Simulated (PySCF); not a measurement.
Molecule: SMILES C=NC1=CC1=C, C$_{5}$H$_{5}$N.

Molfile (atoms numbered from 1):
```
C5H5N
     RDKit          3D

 11 11  0  0  0  0  0  0  0  0999 V2000
    2.3374    1.2062    0.4041 C   0  0  0  0  0  0  0  0  0  0  0  0
    1.2941    0.8155    1.0042 N   0  0  0  0  0  0  0  0  0  0  0  0
    0.3329    0.0418    0.4702 C   0  0  0  0  0  0  0  0  0  0  0  0
   -0.1671   -1.1630    0.2016 C   0  0  0  0  0  0  0  0  0  0  0  0
   -1.0416   -0.0389    0.0342 C   0  0  0  0  0  0  0  0  0  0  0  0
   -2.1979    0.5493   -0.2741 C   0  0  0  0  0  0  0  0  0  0  0  0
    3.0595    1.8292    0.9480 H   0  0  0  0  0  0  0  0  0  0  0  0
    2.5633    0.9565   -0.6470 H   0  0  0  0  0  0  0  0  0  0  0  0
   -0.0288   -2.2410    0.2254 H   0  0  0  0  0  0  0  0  0  0  0  0
   -3.0463   -0.0422   -0.6229 H   0  0  0  0  0  0  0  0  0  0  0  0
   -2.3159    1.6299   -0.1818 H   0  0  0  0  0  0  0  0  0  0  0  0
  1  2  2  0
  2  3  1  0
  3  4  2  0
  4  5  1  0
  5  6  2  0
  5  3  1  0
  1  7  1  0
  1  8  1  0
  4  9  1  0
  6 10  1  0
  6 11  1  0
M  END
```

Geometry PBE0-D3(BJ)/def2-SVP throughout; GIAO in PySCF 2.14, gas phase, one conformer, non-relativistic; equivalent atoms averaged; functional PBE0.

Problem. How do the absolute shieldings σ depend on the basis set? (a selection of nuclei; ppm; last column core-seconds on shared hosts with different chips, so compare them loosely)

Solution. 
| basis set | functions | C3 | C5 | C4 | C6 | N2 | H7 | H8 | H9 | H10 | core-s |
| --- | --- | --- | --- | --- | --- | --- | --- | --- | --- | --- | --- |
| STO-3G | 35 | 120.0 | 133.0 | 135.4 | 169.3 | 21.2 | 24.83 | 25.34 | 25.73 | 29.21 | 2.4 |
| 6-31G | 64 | 60.1 | 79.9 | 98.3 | 140.7 | -106.1 | 24.59 | 24.40 | 25.48 | 29.00 | 4.5 |
| pcSseg-0 | 64 | 37.3 | 61.1 | 79.1 | 124.9 | -148.8 | 24.71 | 24.72 | 25.98 | 29.10 | 3.5 |
| 6-31G* | 94 | 57.0 | 76.4 | 96.3 | 139.1 | -82.4 | 24.71 | 24.63 | 25.36 | 28.76 | 6.1 |
| def2-SVP | 109 | 51.9 | 70.7 | 94.7 | 139.3 | -96.5 | 24.28 | 24.12 | 24.65 | 28.20 | 6.8 |
| cc-pVDZ | 109 | 52.7 | 72.6 | 94.5 | 140.2 | -93.6 | 24.07 | 23.91 | 24.48 | 28.03 | 6.7 |
| pcSseg-1 | 127 | 32.9 | 53.6 | 76.7 | 126.3 | -131.3 | 23.94 | 23.89 | 24.30 | 27.72 | 6.5 |
| aug-cc-pVDZ | 183 | 49.9 | 70.0 | 93.9 | 142.5 | -92.5 | 23.79 | 23.63 | 24.34 | 27.99 | 14 |
| 6-311+G(2d,p) | 192 | 36.4 | 55.6 | 81.1 | 132.0 | -118.0 | 24.07 | 23.87 | 24.61 | 28.24 | 16 |
| def2-TZVP | 216 | 35.4 | 55.5 | 80.7 | 132.0 | -121.4 | 24.09 | 23.89 | 24.50 | 28.18 | 19 |
| cc-pVTZ | 250 | 37.0 | 57.2 | 81.8 | 131.7 | -119.3 | 23.94 | 23.75 | 24.33 | 27.98 | 21 |
| IGLO-III | 260 | 29.3 | 49.2 | 75.1 | 127.2 | -130.5 | 23.94 | 23.77 | 24.42 | 28.04 | 22 |
| pcSseg-2 | 286 | 28.2 | 48.5 | 74.4 | 126.7 | -133.4 | 23.88 | 23.68 | 24.24 | 27.86 | 32 |

Problem. Which nucleus among those listed moves most, in ppm?

Solution. N2 (imine nitrogen): from -148.8 ppm with pcSseg-0 to 21.2 ppm with STO-3G. The smallest spread is 1.04 ppm, at H7. Proton shifts span only some 12 ppm, so a few tenths of a ppm matter as much there as several ppm in carbon.

Problem. Taking the largest basis, pcSseg-2 (286 functions), as the yardstick, rank the others by their worst heavy-atom deviation.

Solution. IGLO-III 2.9 ppm (260 functions), pcSseg-1 5.1 ppm (127 functions), def2-TZVP 12.0 ppm (216 functions), cc-pVTZ 14.1 ppm (250 functions), pcSseg-0 15.4 ppm (64 functions), 6-311+G(2d,p) 15.4 ppm (192 functions), 6-31G 32.0 ppm (64 functions), def2-SVP 36.9 ppm (109 functions), cc-pVDZ 39.8 ppm (109 functions), aug-cc-pVDZ 40.9 ppm (183 functions), 6-31G* 51.0 ppm (94 functions), STO-3G 154.6 ppm (35 functions).

A small basis that lands close on one nucleus may do so by chance; judge by the trend and by all nuclei.
